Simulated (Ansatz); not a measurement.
How far each method lies from full CI for HCl⁺, quartet

Geometry: that of the HCl⁺, doublet, kept fixed. The doublet lies 8.4 eV lower here.

```json
{"atom": "Cl", "x (Å)": "0.0000", "y (Å)": "0.0000", "z (Å)": "0.0000"}
{"atom": "H", "x (Å)": "0.0000", "y (Å)": "0.0000", "z (Å)": "1.3212"}
```

Basis cc-pVDZ; Ansatz 0.2.0. Only valence electrons are correlated (noble-gas cores frozen), which leaves 7 electrons in 18 orbitals. Prefix R: restricted or restricted open-shell reference; prefix U: unrestricted. Active spaces: valence = (7e, 5o) chosen from the atoms' valence shells.

Full CI is exact within this basis and frozen core; it isn't the basis-set limit. The frozen core follows each run's orbitals, which can shift R against U totals by a few meV.

For open shells CISD and CISDTQ are restricted-active-space CI with the open shells as a complete middle space.

The UHF ⟨S²⟩ is 3.757. The T1 diagnostic (RCCSD) is 0.0129 and the largest doubles amplitude (RCCSD) is 0.047. The T1 diagnostic (UCCSD) is 0.0090.

```json
{"level": "RHF", "E − E(full CI) (meV)": "3472", "share of correlation (%)": "0.00", "wall time": "–"}
{"level": "UHF", "E − E(full CI) (meV)": "3332", "share of correlation (%)": "4.01", "wall time": "–"}
{"level": "RMP2", "E − E(full CI) (meV)": "612", "share of correlation (%)": "82.37", "wall time": "–"}
{"level": "UMP2", "E − E(full CI) (meV)": "643", "share of correlation (%)": "81.47", "wall time": "–"}
{"level": "CISD", "E − E(full CI) (meV)": "125", "share of correlation (%)": "96.40", "wall time": "0.57 s"}
{"level": "RCCSD", "E − E(full CI) (meV)": "55", "share of correlation (%)": "98.41", "wall time": "–"}
{"level": "UCCSD", "E − E(full CI) (meV)": "53", "share of correlation (%)": "98.48", "wall time": "–"}
{"level": "RCCSD(T)", "E − E(full CI) (meV)": "12", "share of correlation (%)": "99.66", "wall time": "0.36 s"}
{"level": "UCCSD(T)", "E − E(full CI) (meV)": "11", "share of correlation (%)": "99.68", "wall time": "0.36 s"}
{"level": "BCCD(T)", "E − E(full CI) (meV)": "12", "share of correlation (%)": "99.66", "wall time": "0.45 s"}
{"level": "RCCSDT", "E − E(full CI) (meV)": "3", "share of correlation (%)": "99.91", "wall time": "–"}
{"level": "UCCSDT", "E − E(full CI) (meV)": "3", "share of correlation (%)": "99.93", "wall time": "–"}
{"level": "CISDTQ", "E − E(full CI) (meV)": "1", "share of correlation (%)": "99.97", "wall time": "4.8 s"}
{"level": "RCCSDT(Q)", "E − E(full CI) (meV)": "0", "share of correlation (%)": "100.00", "wall time": "1.7 s"}
{"level": "UCCSDT(Q)", "E − E(full CI) (meV)": "0", "share of correlation (%)": "100.01", "wall time": "1.5 s"}
{"level": "RCCSDTQ", "E − E(full CI) (meV)": "0", "share of correlation (%)": "100.01", "wall time": "9.5 s"}
{"level": "UCCSDTQ", "E − E(full CI) (meV)": "-1", "share of correlation (%)": "100.02", "wall time": "9.5 s"}
{"level": "CASSCF (valence space)", "E − E(full CI) (meV)": "3472", "share of correlation (%)": "0.00", "wall time": "–"}
{"level": "NEVPT2 (valence space)", "E − E(full CI) (meV)": "770", "share of correlation (%)": "77.82", "wall time": "0.24 s"}
{"level": "MRCISD (valence space)", "E − E(full CI) (meV)": "155", "share of correlation (%)": "95.52", "wall time": "–"}
{"level": "MRCISD+Q (valence space)", "E − E(full CI) (meV)": "-16", "share of correlation (%)": "100.45", "wall time": "0.48 s"}
{"level": "MRCISD+Q(relaxed) (valence space)", "E − E(full CI) (meV)": "-25", "share of correlation (%)": "100.72", "wall time": "0.51 s"}
```

The correlation energy at full CI, counted from RHF, is -3.472 eV. That run took 3.3 s on 1 thread of Intel Xeon, shared host over 329,284 determinants.

Times hold each run's SCF and search for its determinant on a shared host, so for small cases they say little of a method's own cost; they ran on 1 thread of Intel Xeon.

More than 5 meV below full CI, which no variational method can be: MRCISD+Q (valence space), MRCISD+Q(relaxed) (valence space).

The full-CI state has the irrep A2 of C2v, in the program's axes (one component, if the state is degenerate).

Natural occupations of full CI about the gap: 1.969 1.962 0.996 0.996 0.993 0.013 0.013 0.013 0.010 0.010; effectively unpaired electrons, Σ n²(2−n)², 3.01.
